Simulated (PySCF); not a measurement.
PySCF input (HF/STO-3G):

```python
import numpy as np, basis_set_exchange as bse
from pyscf import gto, scf, dft, df
from pyscf.prop.polarizability import rhf as pol

basis = {'B': gto.basis.parse(bse.get_basis('STO-3G', elements=['B'], fmt='nwchem')), 'F': gto.basis.parse(bse.get_basis('STO-3G', elements=['F'], fmt='nwchem'))}
mol = gto.M(
    atom='''
    B    -0.00000000   -0.00000000    0.00000000
    F     0.01679907    1.31515438    0.03157775
    F     1.13083137   -0.67238813   -0.00500122
    F    -1.14763045   -0.64276625   -0.02657653
    ''',
    basis=basis,
    charge=0,
    verbose=4,
    max_memory=7359,
)
mf = scf.RHF(mol)
mf = mf.density_fit(auxbasis=df.autoaux(mol))
mf.conv_tol = 1e-9
mf.max_cycle = 100
print('smallest overlap eigenvalue', np.linalg.eigvalsh(mol.intor('int1e_ovlp'))[0])
mf.kernel()
dip = mf.dip_moment()
p = pol.Polarizability(mf)
p.max_cycle_cphf = 60
alpha = p.polarizability()
print('polarisability/bohr^3', alpha.trace() / 3)
```

Output:

```
PySCF version 2.14.0

[INPUT] verbose = 4
[INPUT] num. atoms = 4
[INPUT] num. electrons = 32
[INPUT] charge = 0
[INPUT] spin (= nelec alpha-beta = 2S) = 0
[INPUT] symmetry False subgroup None
[INPUT] Mole.unit = angstrom
[INPUT] Symbol           X                Y                Z      unit          X                Y                Z       unit  Magmom
[INPUT]  1 B      0.000000000000   0.000000000000   0.000000000000 AA    0.000000000000   0.000000000000   0.000000000000 Bohr   0.0
[INPUT]  2 F      0.016799070000   1.315154380000   0.031577750000 AA    0.031745641447   2.485281589722   0.059673299130 Bohr   0.0
[INPUT]  3 F      1.130831370000  -0.672388130000  -0.005001220000 AA    2.136961582367  -1.270629415108  -0.009450936089 Bohr   0.0
[INPUT]  4 F     -1.147630450000  -0.642766250000  -0.026576530000 AA   -2.168707242711  -1.214652174614  -0.050222363041 Bohr   0.0

nuclear repulsion = 110.729648648708
number of shells = 12
number of NR pGTOs = 60
number of NR cGTOs = 20
basis = {'B': [[0, [48.79111318, 0.1543289673], [8.887362172, 0.5353281423], [2.40526704, 0.4446345422]], [0, [2.236956142, -0.09996722919], [0.5198204999, 0.3995128261], [0.16906176, 0.7001154689]], [1, [2.236956142, 0.155916275], [0.5198204999, 0.6076837186], [0.16906176, 0.3919573931]]], 'F': [[0, [166.679134, 0.1543289673], [30.36081233, 0.5353281423], [8.216820672, 0.4446345422]], [0, [6.464803249, -0.09996722919], [1.502281245, 0.3995128261], [0.4885884864, 0.7001154689]], [1, [6.464803249, 0.155916275], [1.502281245, 0.6076837186], [0.4885884864, 0.3919573931]]]}
ecp = {}
ETB for B: l = 0, exps = 0.33812352 * 1.8^n , n = 0..10
ETB for B: l = 1, exps = 0.33812352 * 1.8^n , n = 0..9
ETB for B: l = 2, exps = 0.33812352 * 1.8^n , n = 0..4
ETB for F: l = 0, exps = 0.9771769728 * 1.8^n , n = 0..10
ETB for F: l = 1, exps = 0.9771769728 * 1.8^n , n = 0..9
ETB for F: l = 2, exps = 0.9771769728 * 1.8^n , n = 0..4
smallest overlap eigenvalue 0.3275384554598688

******** <class 'pyscf.df.df_jk.DFRHF'> ********
method = DFRHF
initial guess = minao
damping factor = 0
level_shift factor = 0
DIIS = <class 'pyscf.scf.diis.CDIIS'>
diis_start_cycle = 1
diis_space = 8
diis_damp = 0
SCF conv_tol = 1e-09
SCF conv_tol_grad = None
SCF max_cycles = 100
direct_scf = False
Set gradient conv threshold to 3.16228e-05
Initial guess from minao.
******** <class 'pyscf.df.df.DF'> ********
auxbasis = {'B': [[0, [np.float64(120.7258946710745), 1]], [0, [np.float64(67.06994148393028), 1]], [0, [np.float64(37.26107860218349), 1]], [0, [np.float64(20.70059922343527), 1]], [0, [np.float64(11.500332901908482), 1]], [0, [np.float64(6.389073834393601), 1]], [0, [np.float64(3.549485463552), 1]], [0, [np.float64(1.9719363686400002), 1]], [0, [np.float64(1.0955202048000001), 1]], [0, [np.float64(0.608622336), 1]], [0, [np.float64(0.33812352), 1]], [1, [np.float64(67.06994148393028), 1]], [1, [np.float64(37.26107860218349), 1]], [1, [np.float64(20.70059922343527), 1]], [1, [np.float64(11.500332901908482), 1]], [1, [np.float64(6.389073834393601), 1]], [1, [np.float64(3.549485463552), 1]], [1, [np.float64(1.9719363686400002), 1]], [1, [np.float64(1.0955202048000001), 1]], [1, [np.float64(0.608622336), 1]], [1, [np.float64(0.33812352), 1]], [2, [np.float64(3.549485463552), 1]], [2, [np.float64(1.9719363686400002), 1]], [2, [np.float64(1.0955202048000001), 1]], [2, [np.float64(0.608622336), 1]], [2, [np.float64(0.33812352), 1]]], 'F': [[0, [np.float64(348.8978355994053), 1]], [0, [np.float64(193.83213088855848), 1]], [0, [np.float64(107.68451716031028), 1]], [0, [np.float64(59.824731755727925), 1]], [0, [np.float64(33.235962086515514), 1]], [0, [np.float64(18.464423381397506), 1]], [0, [np.float64(10.25801298966528), 1]], [0, [np.float64(5.698896105369601), 1]], [0, [np.float64(3.1660533918720004), 1]], [0, [np.float64(1.75891855104), 1]], [0, [np.float64(0.9771769728), 1]], [1, [np.float64(193.83213088855848), 1]], [1, [np.float64(107.68451716031028), 1]], [1, [np.float64(59.824731755727925), 1]], [1, [np.float64(33.235962086515514), 1]], [1, [np.float64(18.464423381397506), 1]], [1, [np.float64(10.25801298966528), 1]], [1, [np.float64(5.698896105369601), 1]], [1, [np.float64(3.1660533918720004), 1]], [1, [np.float64(1.75891855104), 1]], [1, [np.float64(0.9771769728), 1]], [2, [np.float64(10.25801298966528), 1]], [2, [np.float64(5.698896105369601), 1]], [2, [np.float64(3.1660533918720004), 1]], [2, [np.float64(1.75891855104), 1]], [2, [np.float64(0.9771769728), 1]]]}
init E= -318.964778915862
  HOMO = -0.613478800654267  LUMO = 0.225586611625166  gap/eV = 22.83213
cycle= 1 E= -318.544613548198  delta_E= 0.42  |g|= 0.565  |ddm|= 2.51
  HOMO = -0.429256810978509  LUMO = 0.279387976201242  gap/eV = 19.28321
cycle= 2 E= -318.656246861113  delta_E= -0.112  |g|= 0.113  |ddm|= 0.871
  HOMO = -0.479619482897014  LUMO = 0.337583197530509  gap/eV = 22.23722
cycle= 3 E= -318.660120924302  delta_E= -0.00387  |g|= 0.0183  |ddm|= 0.137
  HOMO = -0.477811025889527  LUMO = 0.339872872768336  gap/eV = 22.25031
cycle= 4 E= -318.660287686376  delta_E= -0.000167  |g|= 0.00202  |ddm|= 0.0396
  HOMO = -0.477907221011785  LUMO = 0.339565424416976  gap/eV = 22.24456
cycle= 5 E= -318.660290097263  delta_E= -2.41e-06  |g|= 0.000411  |ddm|= 0.00459
  HOMO = -0.477988785407402  LUMO = 0.339661369134317  gap/eV = 22.24939
cycle= 6 E= -318.660290193647  delta_E= -9.64e-08  |g|= 6.75e-05  |ddm|= 0.000944
  HOMO = -0.477993930088095  LUMO = 0.339649787176762  gap/eV = 22.24922
cycle= 7 E= -318.660290197275  delta_E= -3.63e-09  |g|= 7.98e-06  |ddm|= 0.000171
  HOMO = -0.477994575793091  LUMO = 0.33965083508637  gap/eV = 22.24926
cycle= 8 E= -318.660290197307  delta_E= -3.25e-11  |g|= 6e-07  |ddm|= 1.6e-05
  HOMO = -0.477994624894496  LUMO = 0.339650723552919  gap/eV = 22.24926
Extra cycle  E= -318.660290197308  delta_E= -3.41e-13  |g|= 1.64e-07  |ddm|= 8.95e-07
converged SCF energy = -318.660290197308
Dipole moment(X, Y, Z, Debye):  0.00000, -0.00000,  0.00000
Isotropic polarizability 5.16709401183
Polarizability anisotropy 4.41195120028
polarisability/bohr^3 5.16709401182989
```
